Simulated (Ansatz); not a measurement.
# AlSiH (singlet): the correlation ladder at scale of all distances = 1.747, cc-pVTZ

An exercise on one series of results from a longer session: the logs are not shown, and one member is left open.

Program: Ansatz 0.2.0, Gaussian basis. Level of theory: cc-pVTZ, core rule «outside noble gas», up to 10 orbitals frozen. These are calculated values, not measurements.

To be run: UHF; CCSD(T) on RHF; CCSD(T) on UHF; BCCD(T) on RHF; CISD; CCSDT(Q) on RHF; CASSCF and NEVPT2, 8 electrons in 9 orbitals.

19 further runs of the same task are left out: 2 for a known fault of the program, 14 that didn't finish, 3 set aside as unsound or not needed.

## The geometry

The geometry derives from a PBE0/def2-TZVP stationary point (not a proven minimum). All distances are scaled together.

3 atoms, charge 0, spin multiplicity 1.

Atoms are counted from 1 here; the program's logs count them from 0.

No contacts short enough for the rule that draws bonds.

The first run:

File in.yaml:

```yaml
crystal:
  periodic: [false, false, false]
  atoms:
    - {symbol: Si, position_ang: [0.000000, 0.000000, -3.670106]}
    - {symbol: Al, position_ang: [0.000000, 0.000000, 0.441990]}
    - {symbol: H, position_ang: [0.000000, 0.000000, 3.228116]}
basis:
  gaussian: {orbitals: cc-pVTZ}
magnetization: {spin_polarized: true, initial_magnetization: 0}
hamiltonian: {xc: hf}
output: {orbitals: {seedname: orbitals}}
```

On the command line:

```console
$ ansatz run in.yaml --threads 1 --pin off --events-out ev --progress --plain --max-ram 2393MiB
```

Among the steps run: UHF; CCSD(T) on RHF; CCSD(T) on UHF; BCCD(T) on RHF; CISD; CCSDT(Q) on RHF; CASSCF and NEVPT2, 8 electrons in 9 orbitals.

One table of the session follows, with a row left open; its other results are not shown here.

It belongs to the step «Misses and costs». 

| method | from RCCSDT(Q) (meV) |
| --- | --- |
| RHF | +5623.2 |
| UHF | +3866.7 |
| RMP2 | +1907.7 |
| UMP2 | +1225.8 |
| CISD | +1116.3 |
| RCCSD | +387.7 |
| UCCSD | -220.8 |
| RCCSD(T) | +152.4 |
| UCCSD(T) | -445.0 |
| BCCD(T) | +156.5 |
| RCCSDT | ? |
| RCCSDT(Q) | 0 |
| CASSCF valence | +2998.8 |
| NEVPT2 valence | +836.9 |

**Question.** Estimate the row for RCCSDT.

As computed: from RCCSDT(Q) (meV): +37.9. In the column «from RCCSDT(Q) (meV)» it lies between RCCSDT(Q) (0) and RCCSD(T) (+152.4).

The program flags UCCSD(T), RCCSDT(Q) as in doubt (see the logs), so the zero of the table is itself unsure.

To keep in mind: The determinant is far from a pure spin state, so its energy mixes those of several spin states (harmless only where they are near-degenerate, as at dissociation). The report flags that the cluster equations may have other roots. The program flags UCCSD(T), RCCSDT(Q) as in doubt, so the zero of the table is itself unsure. Warnings: restricted reference is unstable; spin contamination; large T1 diagnostic. Restricted and unrestricted rows rest on different reference determinants; where their highest levels disagree by more than a few hundredths of an eV, they describe different states and don't form one ladder.
